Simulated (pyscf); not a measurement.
PySCF, gas phase, ωB97X-D3(BJ)/def2-SVP geometries.

Estimate the classical barrier height and the reaction energy of BiH₃ (SMILES [BiH3]) + InH₃ (SMILES [InH3]) -> H₂In–BiH₂ (SMILES [InH2][BiH2]) + H₂ (SMILES [H][H]) at ωB97M-D3(BJ)/def2-TZVP. The step runs on the singlet surface, breaks Bi–H, H–In and forms Bi–In, H–H; take the separated reactants as zero.

ΔE‡ = 18.6 kcal/mol, ΔE = -16.4 kcal/mol. Zero-point energy shifts the barrier by +1.0 kcal/mol. It is a four-centre exchange, with an imaginary mode of 1322i cm⁻¹. On the reactant side the descent ends in an adduct with a Bi–In contact (not fully relaxed), 9.6 kcal/mol under the separated species and 21.2 kcal/mol under the saddle at ωB97X-D3(BJ)/def2-TZVP. What is counted as formed (Bi–In) is already present as a longer contact in the reactant adduct; forming that adduct is a step of its own. At the saddle there is also a short H–In contact that neither side keeps. At ωB97X-D3(BJ)/def2-TZVP the barrier from the zero used here is 11.6 kcal/mol. This is the saddle that the search found; another between the same sides may lie lower. Elements past Kr carry the def2 core potentials, without spin-orbit coupling.
